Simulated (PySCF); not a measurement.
## Basis-set dependence of population analyses: CHF2CH2SH

CHF2CH2SH, C2H4F2S.
Atom-mapped SMILES: `[F:1][CH:2]([F:3])[CH2:4][SH:5]` (hydrogens: H6 on C2; H7, H8 on C4; H9 on S5)

PBE0 throughout (PySCF), one geometry, spherical d and f functions. The structure is a single PBE0-D3(BJ)/def2-SVP conformer in the gas phase; no vibrational or solvent corrections. Atoms taken as equivalent share a column and are averaged.

Mulliken charges (e):

| basis | functions | F1/F3 | C2 | C4 | S5 | H6 | H7/H8 | H9 |
| --- | --- | --- | --- | --- | --- | --- | --- | --- |
| STO-3G | 33 | -0.116 | +0.154 | -0.254 | +0.088 | +0.067 | +0.092 | -0.007 |
| 6-31G | 57 | -0.305 | +0.455 | -0.662 | +0.084 | +0.178 | +0.234 | +0.086 |
| 6-31G* | 82 | -0.313 | +0.533 | -0.582 | -0.058 | +0.151 | +0.225 | +0.130 |
| def2-SVP | 94 | -0.227 | +0.449 | -0.224 | -0.089 | +0.032 | +0.099 | +0.090 |
| 6-311+G(2d,p) | 167 | -0.248 | +0.192 | -0.163 | -0.165 | +0.143 | +0.180 | +0.128 |
| def2-TZVP | 185 | -0.190 | +0.274 | -0.206 | -0.213 | +0.077 | +0.142 | +0.163 |

IAO charges (e):

```tsv
basis	functions	F1/F3	C2	C4	S5	H6	H7/H8	H9
STO-3G	33	-0.143	+0.182	-0.401	+0.089	+0.106	+0.143	+0.025
6-31G	57	-0.282	+0.391	-0.389	-0.065	+0.153	+0.182	+0.109
6-31G*	82	-0.294	+0.450	-0.379	-0.043	+0.132	+0.168	+0.091
def2-SVP	94	-0.296	+0.450	-0.372	-0.041	+0.132	+0.164	+0.095
6-311+G(2d,p)	167	-0.306	+0.450	-0.383	-0.049	+0.144	+0.173	+0.102
def2-TZVP	185	-0.306	+0.458	-0.386	-0.044	+0.140	+0.172	+0.099
```

Hirshfeld charges (e):

```tsv
basis	functions	F1/F3	C2	C4	S5	H6	H7/H8	H9
STO-3G	33	-0.085	+0.158	-0.037	-0.015	+0.002	+0.020	+0.022
6-31G	57	-0.112	+0.152	-0.073	-0.076	+0.051	+0.057	+0.055
6-31G*	82	-0.102	+0.146	-0.070	-0.087	+0.046	+0.056	+0.056
def2-SVP	94	-0.100	+0.140	-0.088	-0.050	+0.046	+0.052	+0.049
6-311+G(2d,p)	167	-0.106	+0.135	-0.099	-0.044	+0.054	+0.057	+0.050
def2-TZVP	185	-0.102	+0.135	-0.097	-0.049	+0.051	+0.057	+0.050
```

ESP-fitted charges (e):

```
        basis  functions   F1/F3      C2      C4      S5      H6   H7/H8      H9
       STO-3G         33  -0.138  +0.327  -0.191  -0.170  -0.015  +0.092  +0.141
        6-31G         57  -0.272  +0.594  -0.379  -0.314  +0.019  +0.185  +0.253
       6-31G*         82  -0.190  +0.376  -0.359  -0.272  +0.049  +0.182  +0.221
     def2-SVP         94  -0.216  +0.428  -0.330  -0.243  +0.041  +0.164  +0.207
6-311+G(2d,p)        167  -0.222  +0.427  -0.375  -0.229  +0.054  +0.182  +0.204
    def2-TZVP        185  -0.209  +0.392  -0.352  -0.228  +0.055  +0.176  +0.199
```

Some averages cover members that differ in this geometry, most widely: H7/H8, ESP-fitted in 6-311+G(2d,p) +0.128 to +0.235; H7/H8, ESP-fitted in def2-TZVP +0.125 to +0.226; H7/H8, ESP-fitted in 6-31G* +0.134 to +0.230; H7/H8, ESP-fitted in def2-SVP +0.120 to +0.207 e.

Task: Which scheme is steadiest as the basis changes?

Result: Largest range over the bases for any column: Hirshfeld 0.07 e, ESP-fitted 0.27 e, IAO 0.28 e, Mulliken 0.50 e. Hirshfeld charges move least and Mulliken charges most, counted in e. Without the minimal STO-3G basis the ranges are Hirshfeld 0.04, ESP-fitted 0.22, IAO 0.07, Mulliken 0.50 e.

Task: How much do the charges still move between the two largest bases, 6-311+G(2d,p) and def2-TZVP?

Result: At most, over all atoms: Mulliken 0.082 e, IAO 0.008 e, Hirshfeld 0.005 e, ESP-fitted 0.035 e.

Task: What do the same runs give for the total energy, the frontier levels and the dipole moment?

Result: 
```csv
basis,energy (Eh),HOMO (eV),LUMO (eV),μ (D)
STO-3G,-667.8485,-3.63,6.39,1.35
6-31G,-675.9456,-7.18,1.08,2.88
6-31G*,-676.0405,-7.01,0.85,2.40
def2-SVP,-675.7358,-6.98,1.05,2.36
"6-311+G(2d,p)",-676.1750,-7.17,0.02,2.46
def2-TZVP,-676.2048,-7.14,0.46,2.39
```

The dipole is fixed by the density alone, so its range of 1.53 D shows that the density itself changes with the basis, not only its division among atoms.
